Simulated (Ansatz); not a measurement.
Geometry optimisation, RKS BHLYP-D4/def2-SVP in Ansatz 0.2.0.

The input (input.yaml):

```yaml
crystal:
  periodic: [false, false, false]
  atoms:
    - { symbol: O, position_ang: [-0.78218, -0.95768, -0.53765] }
    - { symbol: C, position_ang: [-0.07192, 0.01365, -0.10287] }
    - { symbol: S, position_ang: [0.86916, -0.23323, 1.2583] }
    - { symbol: H, position_ang: [-1.33125, -0.8119, -1.33183] }
    - { symbol: H, position_ang: [-0.07348, 0.98073, -0.60655] }
    - { symbol: H, position_ang: [1.38968, 1.00844, 1.3206] }
total_charge: 1
basis:
  gaussian: { orbitals: def2-SVP }
hamiltonian:
  xc: { name: BHLYP }
  dispersion: d4
relax:
  f_tol: 0.015
  max_steps: 40
```

Run as:

```bash
$ ansatz run input.yaml --threads 1 --pin off --max-ram 2048MiB --backend cpu --events-out ev --progress --plain --runs-dir out
```

Problem. Where does it end, and by what steps?

Solution. It converged. Limits of this set-up: the dipole of an ion depends on the origin. After 5 steps the energy has fallen by 0.024 eV; H4 moved furthest, 0.06 Å.

| step | energy less start (eV) | largest force component (eV/Å) | accepted |
| --- | --- | --- | --- |
| 0 | 0.0000 | 0.744 | yes |
| 1 | -0.0209 | 0.194 | yes |
| 2 | -0.0216 | 0.230 | yes |
| 3 | -0.0238 | 0.132 | yes |
| 4 | -0.0241 | 0.021 | yes |
| 5 | -0.0241 | 0.010 | yes |

```xyz
6
Properties=species:S:1:pos:R:3
O -0.775 -0.959 -0.528
C -0.072 -0.003 -0.094
S 0.865 -0.241 1.264
H -1.299 -0.766 -1.318
H -0.085 0.962 -0.606
H 1.367 1.007 1.283
```

Time of the run: 9.1 s on 1 thread of Arm Neoverse V2, on a shared host, peak memory 0.12 GiB.
